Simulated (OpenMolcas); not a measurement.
# AlH2Cl (SMILES [H][Al]([H])[Cl]): methods side by side

The species is AlH2Cl (4 atoms), meant as a singlet with charge 0. As SMILES, `[H][Al]([H])[Cl]`. The shape comes from GFN2-xTB, which is rough for such elements, and wasn't checked as a minimum.

```csv
atom,x (Å),y (Å),z (Å)
Al,0.0498,0.0829,-0.0022
H,1.5870,0.1095,0.0133
H,-0.6511,1.4514,-0.0195
Cl,-0.9857,-1.6439,0.0084
```

Each level gives the energy change with the Al1–H2 bond stretched from 1.538 to 3.075 Å (eV). The values are calculated.

```json
{"level": "SVWN5/STO-3G (restricted)", "kind": "LDA", "program": "OpenMolcas", "value (eV)": "5.71", "less FCI/STO-3G": "+0.95", "CPU time (all runs)": "7.2 s"}
{"level": "r2SCAN/STO-3G (restricted)", "kind": "meta-GGA", "program": "OpenMolcas", "value (eV)": "5.92", "less FCI/STO-3G": "+1.16", "CPU time (all runs)": "9 s"}
{"level": "M06-2X/STO-3G (restricted)", "kind": "hybrid meta-GGA", "program": "OpenMolcas", "value (eV)": "6.63", "less FCI/STO-3G": "+1.87", "CPU time (all runs)": "8 s"}
{"level": "B2PLYP/STO-3G (restricted)", "kind": "double hybrid", "program": "OpenMolcas", "value (eV)": "6.06", "less FCI/STO-3G": "+1.30", "CPU time (all runs)": "7.4 s"}
{"level": "MP2/STO-3G (restricted)", "kind": "perturbation theory", "program": "OpenMolcas", "value (eV)": "6.27", "less FCI/STO-3G": "+1.51", "CPU time (all runs)": "3.3 s"}
{"level": "CASPT2(2,2)/STO-3G", "kind": "multireference", "program": "OpenMolcas", "value (eV)": "4.80", "less FCI/STO-3G": "+0.04", "CPU time (all runs)": "3.4 s"}
{"level": "MRCI(2,2)/STO-3G", "kind": "multireference", "program": "OpenMolcas", "value (eV)": "4.76", "less FCI/STO-3G": "0.00", "CPU time (all runs)": "3.6 s"}
{"level": "ACPF/STO-3G (restricted)", "kind": "coupled cluster or CI", "program": "OpenMolcas", "value (eV)": "2.34", "less FCI/STO-3G": "-2.42", "CPU time (all runs)": "3.5 s"}
{"level": "FCI/STO-3G", "kind": "exact in the basis", "program": "OpenMolcas", "value (eV)": "4.76", "less FCI/STO-3G": "0.00", "CPU time (all runs)": "8.3 s"}
```

FCI/STO-3G is exact within its basis and frozen core, so for wave-function methods in that basis the difference is their error; functionals converge differently with the basis, so for them it is only a difference. The first shape isn't each level's own minimum. The values span 2.34 to 6.63 eV. All rows use very small basis sets, so even the best lies far from the true value. CPU times are rough (shared hosts, several kinds of processor): they show what a rung costs within a factor of a few.
